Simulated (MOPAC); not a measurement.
MOPAC input (PM3):

```
PM3 FORCE THERMO(298,298) PRECISE LET GEO-OK AUX(PRECISION=9) THREADS=1
C5H8

C    -0.00000313 1   -0.00000127 1    0.00000009 1
C    -0.00420302 1    0.74439133 1    1.27800489 1
C    -0.00407608 1   -0.76165066 1    1.26780739 1
C     0.75718037 1    0.00867865 1   -1.27046116 1
C    -0.74889758 1    0.00858421 1   -1.27534779 1
H    -0.90281724 1    1.28979331 1    1.58730991 1
H     0.89230763 1    1.28990924 1    1.59314514 1
H    -0.90258660 1   -1.31134484 1    1.56967732 1
H     0.89253417 1   -1.31122992 1    1.57551710 1
H     1.30581186 1   -0.88674738 1   -1.58326924 1
H     1.30565822 1    0.90835062 1   -1.57110245 1
H    -1.29537967 1   -0.88692159 1   -1.59172965 1
H    -1.29553030 1    0.90818275 1   -1.57955999 1
```

Output:

```
 *******************************************************************************
 **                                                                           **
 **                              MOPAC v23.2.5                                **
 **                                                                           **
 *******************************************************************************
 ** MOPAC's Digital Object Identifier: https://doi.org/10.5281/zenodo.6511958 **
 **                                                                           **
 ** Please cite the open-source release paper for use of this MOPAC version:  **
 ** J. E. Moussa and J. J. P. Stewart (2026)                                  **
 ** MOPAC: An open-source semiempirical molecular orbital program             **
 ** J. Open Source Softw., 11(119), 8025, https://doi.org/10.21105/joss.08025 **
 *******************************************************************************

                              PM3 CALCULATION RESULTS

 *******************************************************************************
 *  PM3        - The PM3 Hamiltonian to be used
 *  GEO-OK     - OVERRIDE INTERATOMIC DISTANCE AND OTHER SAFETY CHECKS
 *  LET        - OVERRIDE SOME SAFETY CHECKS
 *  PRECISE    - TIGHTER CRITERIA TO BE USED
 *  FORCE      - FORCE CALCULATION SPECIFIED
 *  AUX        - OUTPUT AUXILIARY INFORMATION
 *  THERMO     - THERMODYNAMIC QUANTITIES TO BE CALCULATED
 *******************************************************************************
PM3 FORCE THERMO(298,298) PRECISE LET GEO-OK AUX(PRECISION=9) THREADS=1
 C5H8

   ATOM   CHEMICAL          X               Y               Z
  NUMBER   SYMBOL      (ANGSTROMS)     (ANGSTROMS)     (ANGSTROMS)

     1       C         -0.00000313  *  -0.00000127  *   0.00000009  *
     2       C         -0.00420302  *   0.74439133  *   1.27800489  *
     3       C         -0.00407608  *  -0.76165066  *   1.26780739  *
     4       C          0.75718037  *   0.00867865  *  -1.27046116  *
     5       C         -0.74889758  *   0.00858421  *  -1.27534779  *
     6       H         -0.90281724  *   1.28979331  *   1.58730991  *
     7       H          0.89230763  *   1.28990924  *   1.59314514  *
     8       H         -0.90258660  *  -1.31134484  *   1.56967732  *
     9       H          0.89253417  *  -1.31122992  *   1.57551710  *
    10       H          1.30581186  *  -0.88674738  *  -1.58326924  *
    11       H          1.30565822  *   0.90835062  *  -1.57110245  *
    12       H         -1.29537967  *  -0.88692159  *  -1.59172965  *
    13       H         -1.29553030  *   0.90818275  *  -1.57955999  *

          CARTESIAN COORDINATES

    NO.       ATOM           X           Y           Z

     1         C         -0.0000     -0.0000      0.0000
     2         C         -0.0042      0.7444      1.2780
     3         C         -0.0041     -0.7617      1.2678
     4         C          0.7572      0.0087     -1.2705
     5         C         -0.7489      0.0086     -1.2753
     6         H         -0.9028      1.2898      1.5873
     7         H          0.8923      1.2899      1.5931
     8         H         -0.9026     -1.3113      1.5697
     9         H          0.8925     -1.3112      1.5755
    10         H          1.3058     -0.8867     -1.5833
    11         H          1.3057      0.9084     -1.5711
    12         H         -1.2954     -0.8869     -1.5917
[...]
                            C  3 -- H  9         +12.2% ( 36.2%)     97.0%

 VIBRATION         29    7E           ATOM PAIR      ENERGY CONTRIBUTION    RADIAL
 FREQUENCY          3093.85         C  5 -- H 13         +24.5% ( 51.0%)     97.2%
 TRANSITION DIPOLE   0.2204         C  4 -- H 10         +24.5% ( 51.0%)     97.2%
 TRAVEL (Ang.)       0.2891         C  5 -- H 12         +24.5% ( 51.0%)     97.2%
 REDUCED MASS        0.2608         C  4 -- H 11         +24.5% ( 51.0%)     97.2%
 EFFECTIVE MASS      1.5455
 FORCE CONSTANT      1.4710

 VIBRATION         30    5A1          ATOM PAIR      ENERGY CONTRIBUTION    RADIAL
 FREQUENCY          3127.32         C  2 -- H  6         +12.2% ( 34.9%)     96.2%
 TRANSITION DIPOLE   0.0000         C  2 -- H  7         +12.2% ( 34.9%)     96.2%
 TRAVEL (Ang.)       0.4217         C  4 -- H 11         +12.2% ( 34.9%)     96.2%
 REDUCED MASS        0.1213         C  4 -- H 10         +12.2% ( 34.9%)     96.2%
 EFFECTIVE MASS      1.3313         C  3 -- H  9         +12.2% ( 34.9%)     96.2%
 FORCE CONSTANT      0.6988         C  3 -- H  8         +12.2% ( 34.9%)     96.2%
                            C  5 -- H 12         +12.2% ( 34.9%)     96.2%
                            C  5 -- H 13         +12.2% ( 34.9%)     96.2%

 VIBRATION         32    8E           ATOM PAIR      ENERGY CONTRIBUTION    RADIAL
 FREQUENCY          3127.41         C  5 -- H 13         +24.6% ( 49.3%)     96.5%
 TRANSITION DIPOLE   0.2145         C  4 -- H 10         +24.6% ( 49.3%)     96.5%
 TRAVEL (Ang.)       0.2985         C  5 -- H 12         +24.6% ( 49.3%)     96.5%
 REDUCED MASS        0.2420         C  4 -- H 11         +24.6% ( 49.3%)     96.5%
 EFFECTIVE MASS      1.2754
 FORCE CONSTANT      1.3948

 VIBRATION         33    5B2          ATOM PAIR      ENERGY CONTRIBUTION    RADIAL
 FREQUENCY          3127.57         C  5 -- H 12         +12.2% ( 34.9%)     96.2%
 TRANSITION DIPOLE   0.1913         C  5 -- H 13         +12.2% ( 34.9%)     96.2%
 TRAVEL (Ang.)       0.4216         C  4 -- H 10         +12.2% ( 34.9%)     96.2%
 REDUCED MASS        0.1213         C  4 -- H 11         +12.2% ( 34.9%)     96.2%
 EFFECTIVE MASS      1.3412         C  3 -- H  9         +12.2% ( 34.9%)     96.2%
 FORCE CONSTANT      0.6989         C  3 -- H  8         +12.2% ( 34.9%)     96.2%
                            C  2 -- H  7         +12.2% ( 34.9%)     96.2%
                            C  2 -- H  6         +12.2% ( 34.9%)     96.2%

      SYMMETRY NUMBER FOR POINT-GROUP D2d =  4

          SYSTEM IS A GROUND STATE

 C5H8

          MOLECULE IS NOT LINEAR

          THERE ARE 33 GENUINE VIBRATIONS IN THIS SYSTEM
          THIS THERMODYNAMICS CALCULATION IS LIMITED TO
          MOLECULES WHICH HAVE NO INTERNAL ROTATIONS

                    CALCULATED THERMODYNAMIC PROPERTIES
                                          *
   TEMP. (K)   PARTITION FUNCTION   H.O.F.    ENTHALPY  HEAT CAPACITY ENTROPY
                                   KCAL/MOL   CAL/MOLE    CAL/K/MOL  CAL/K/MOL

 298.00  VIB.     0.2502D+01                  1204.8872    11.8785     5.8657
         ROT.     0.1599D+05                   888.2803     2.9808    22.2160
         INT.     0.4000D+05                  2093.1675    14.8593    28.0817
         TRA.     0.5435D+27                  1480.4672     4.9680    38.5714
         TOT.                       43.048    3573.6347    19.8273    66.6530

   *: NOTE: HEATS OF FORMATION ARE RELATIVE TO THE
            ELEMENTS IN THEIR STANDARD STATE AT 298K
              (=  Standard Enthalpy of Formation).

            Hvib:  Zero-point energy is not included.
                   frequencies of less than zero cm-1 are not included.
            Hrot = (3/2)RT
            Htra = (3/2)RT + pV = (5/2)RT

            Heat capacity is Cp, not Cv

          For more information, see: HTTP://OpenMOPAC.net/Manual/thermochemistry.html

           FORCE CONSTANT IN CARTESIAN COORDINATES (Millidynes/A)

    ATOM   CHEMICAL       X               Y               Z
   NUMBER   SYMBOL  FORCE CONSTANT  FORCE CONSTANT  FORCE CONSTANT

      1       C       14.280448        8.487898        5.369305
      2       C       10.474373        6.232784        8.605846
      3       C        4.624334       12.082823        8.605846
      4       C        7.181762        8.107453       10.023789
      5       C        7.181784        8.107486       10.023734
      6       H        1.818993        0.959740        3.828119
      7       H        1.819008        0.959719        3.828126
      8       H        0.519899        2.258810        3.828143
      9       H        0.519899        2.258852        3.828101
     10       H        2.617030        2.143752        1.846070
     11       H        0.749518        4.011240        1.846094
     12       H        2.617042        2.143728        1.846082
     13       H        0.749515        4.011279        1.846058

 **********************
 *                    *
 * JOB ENDED NORMALLY *
 *                    *
 **********************

 == MOPAC DONE ==
```
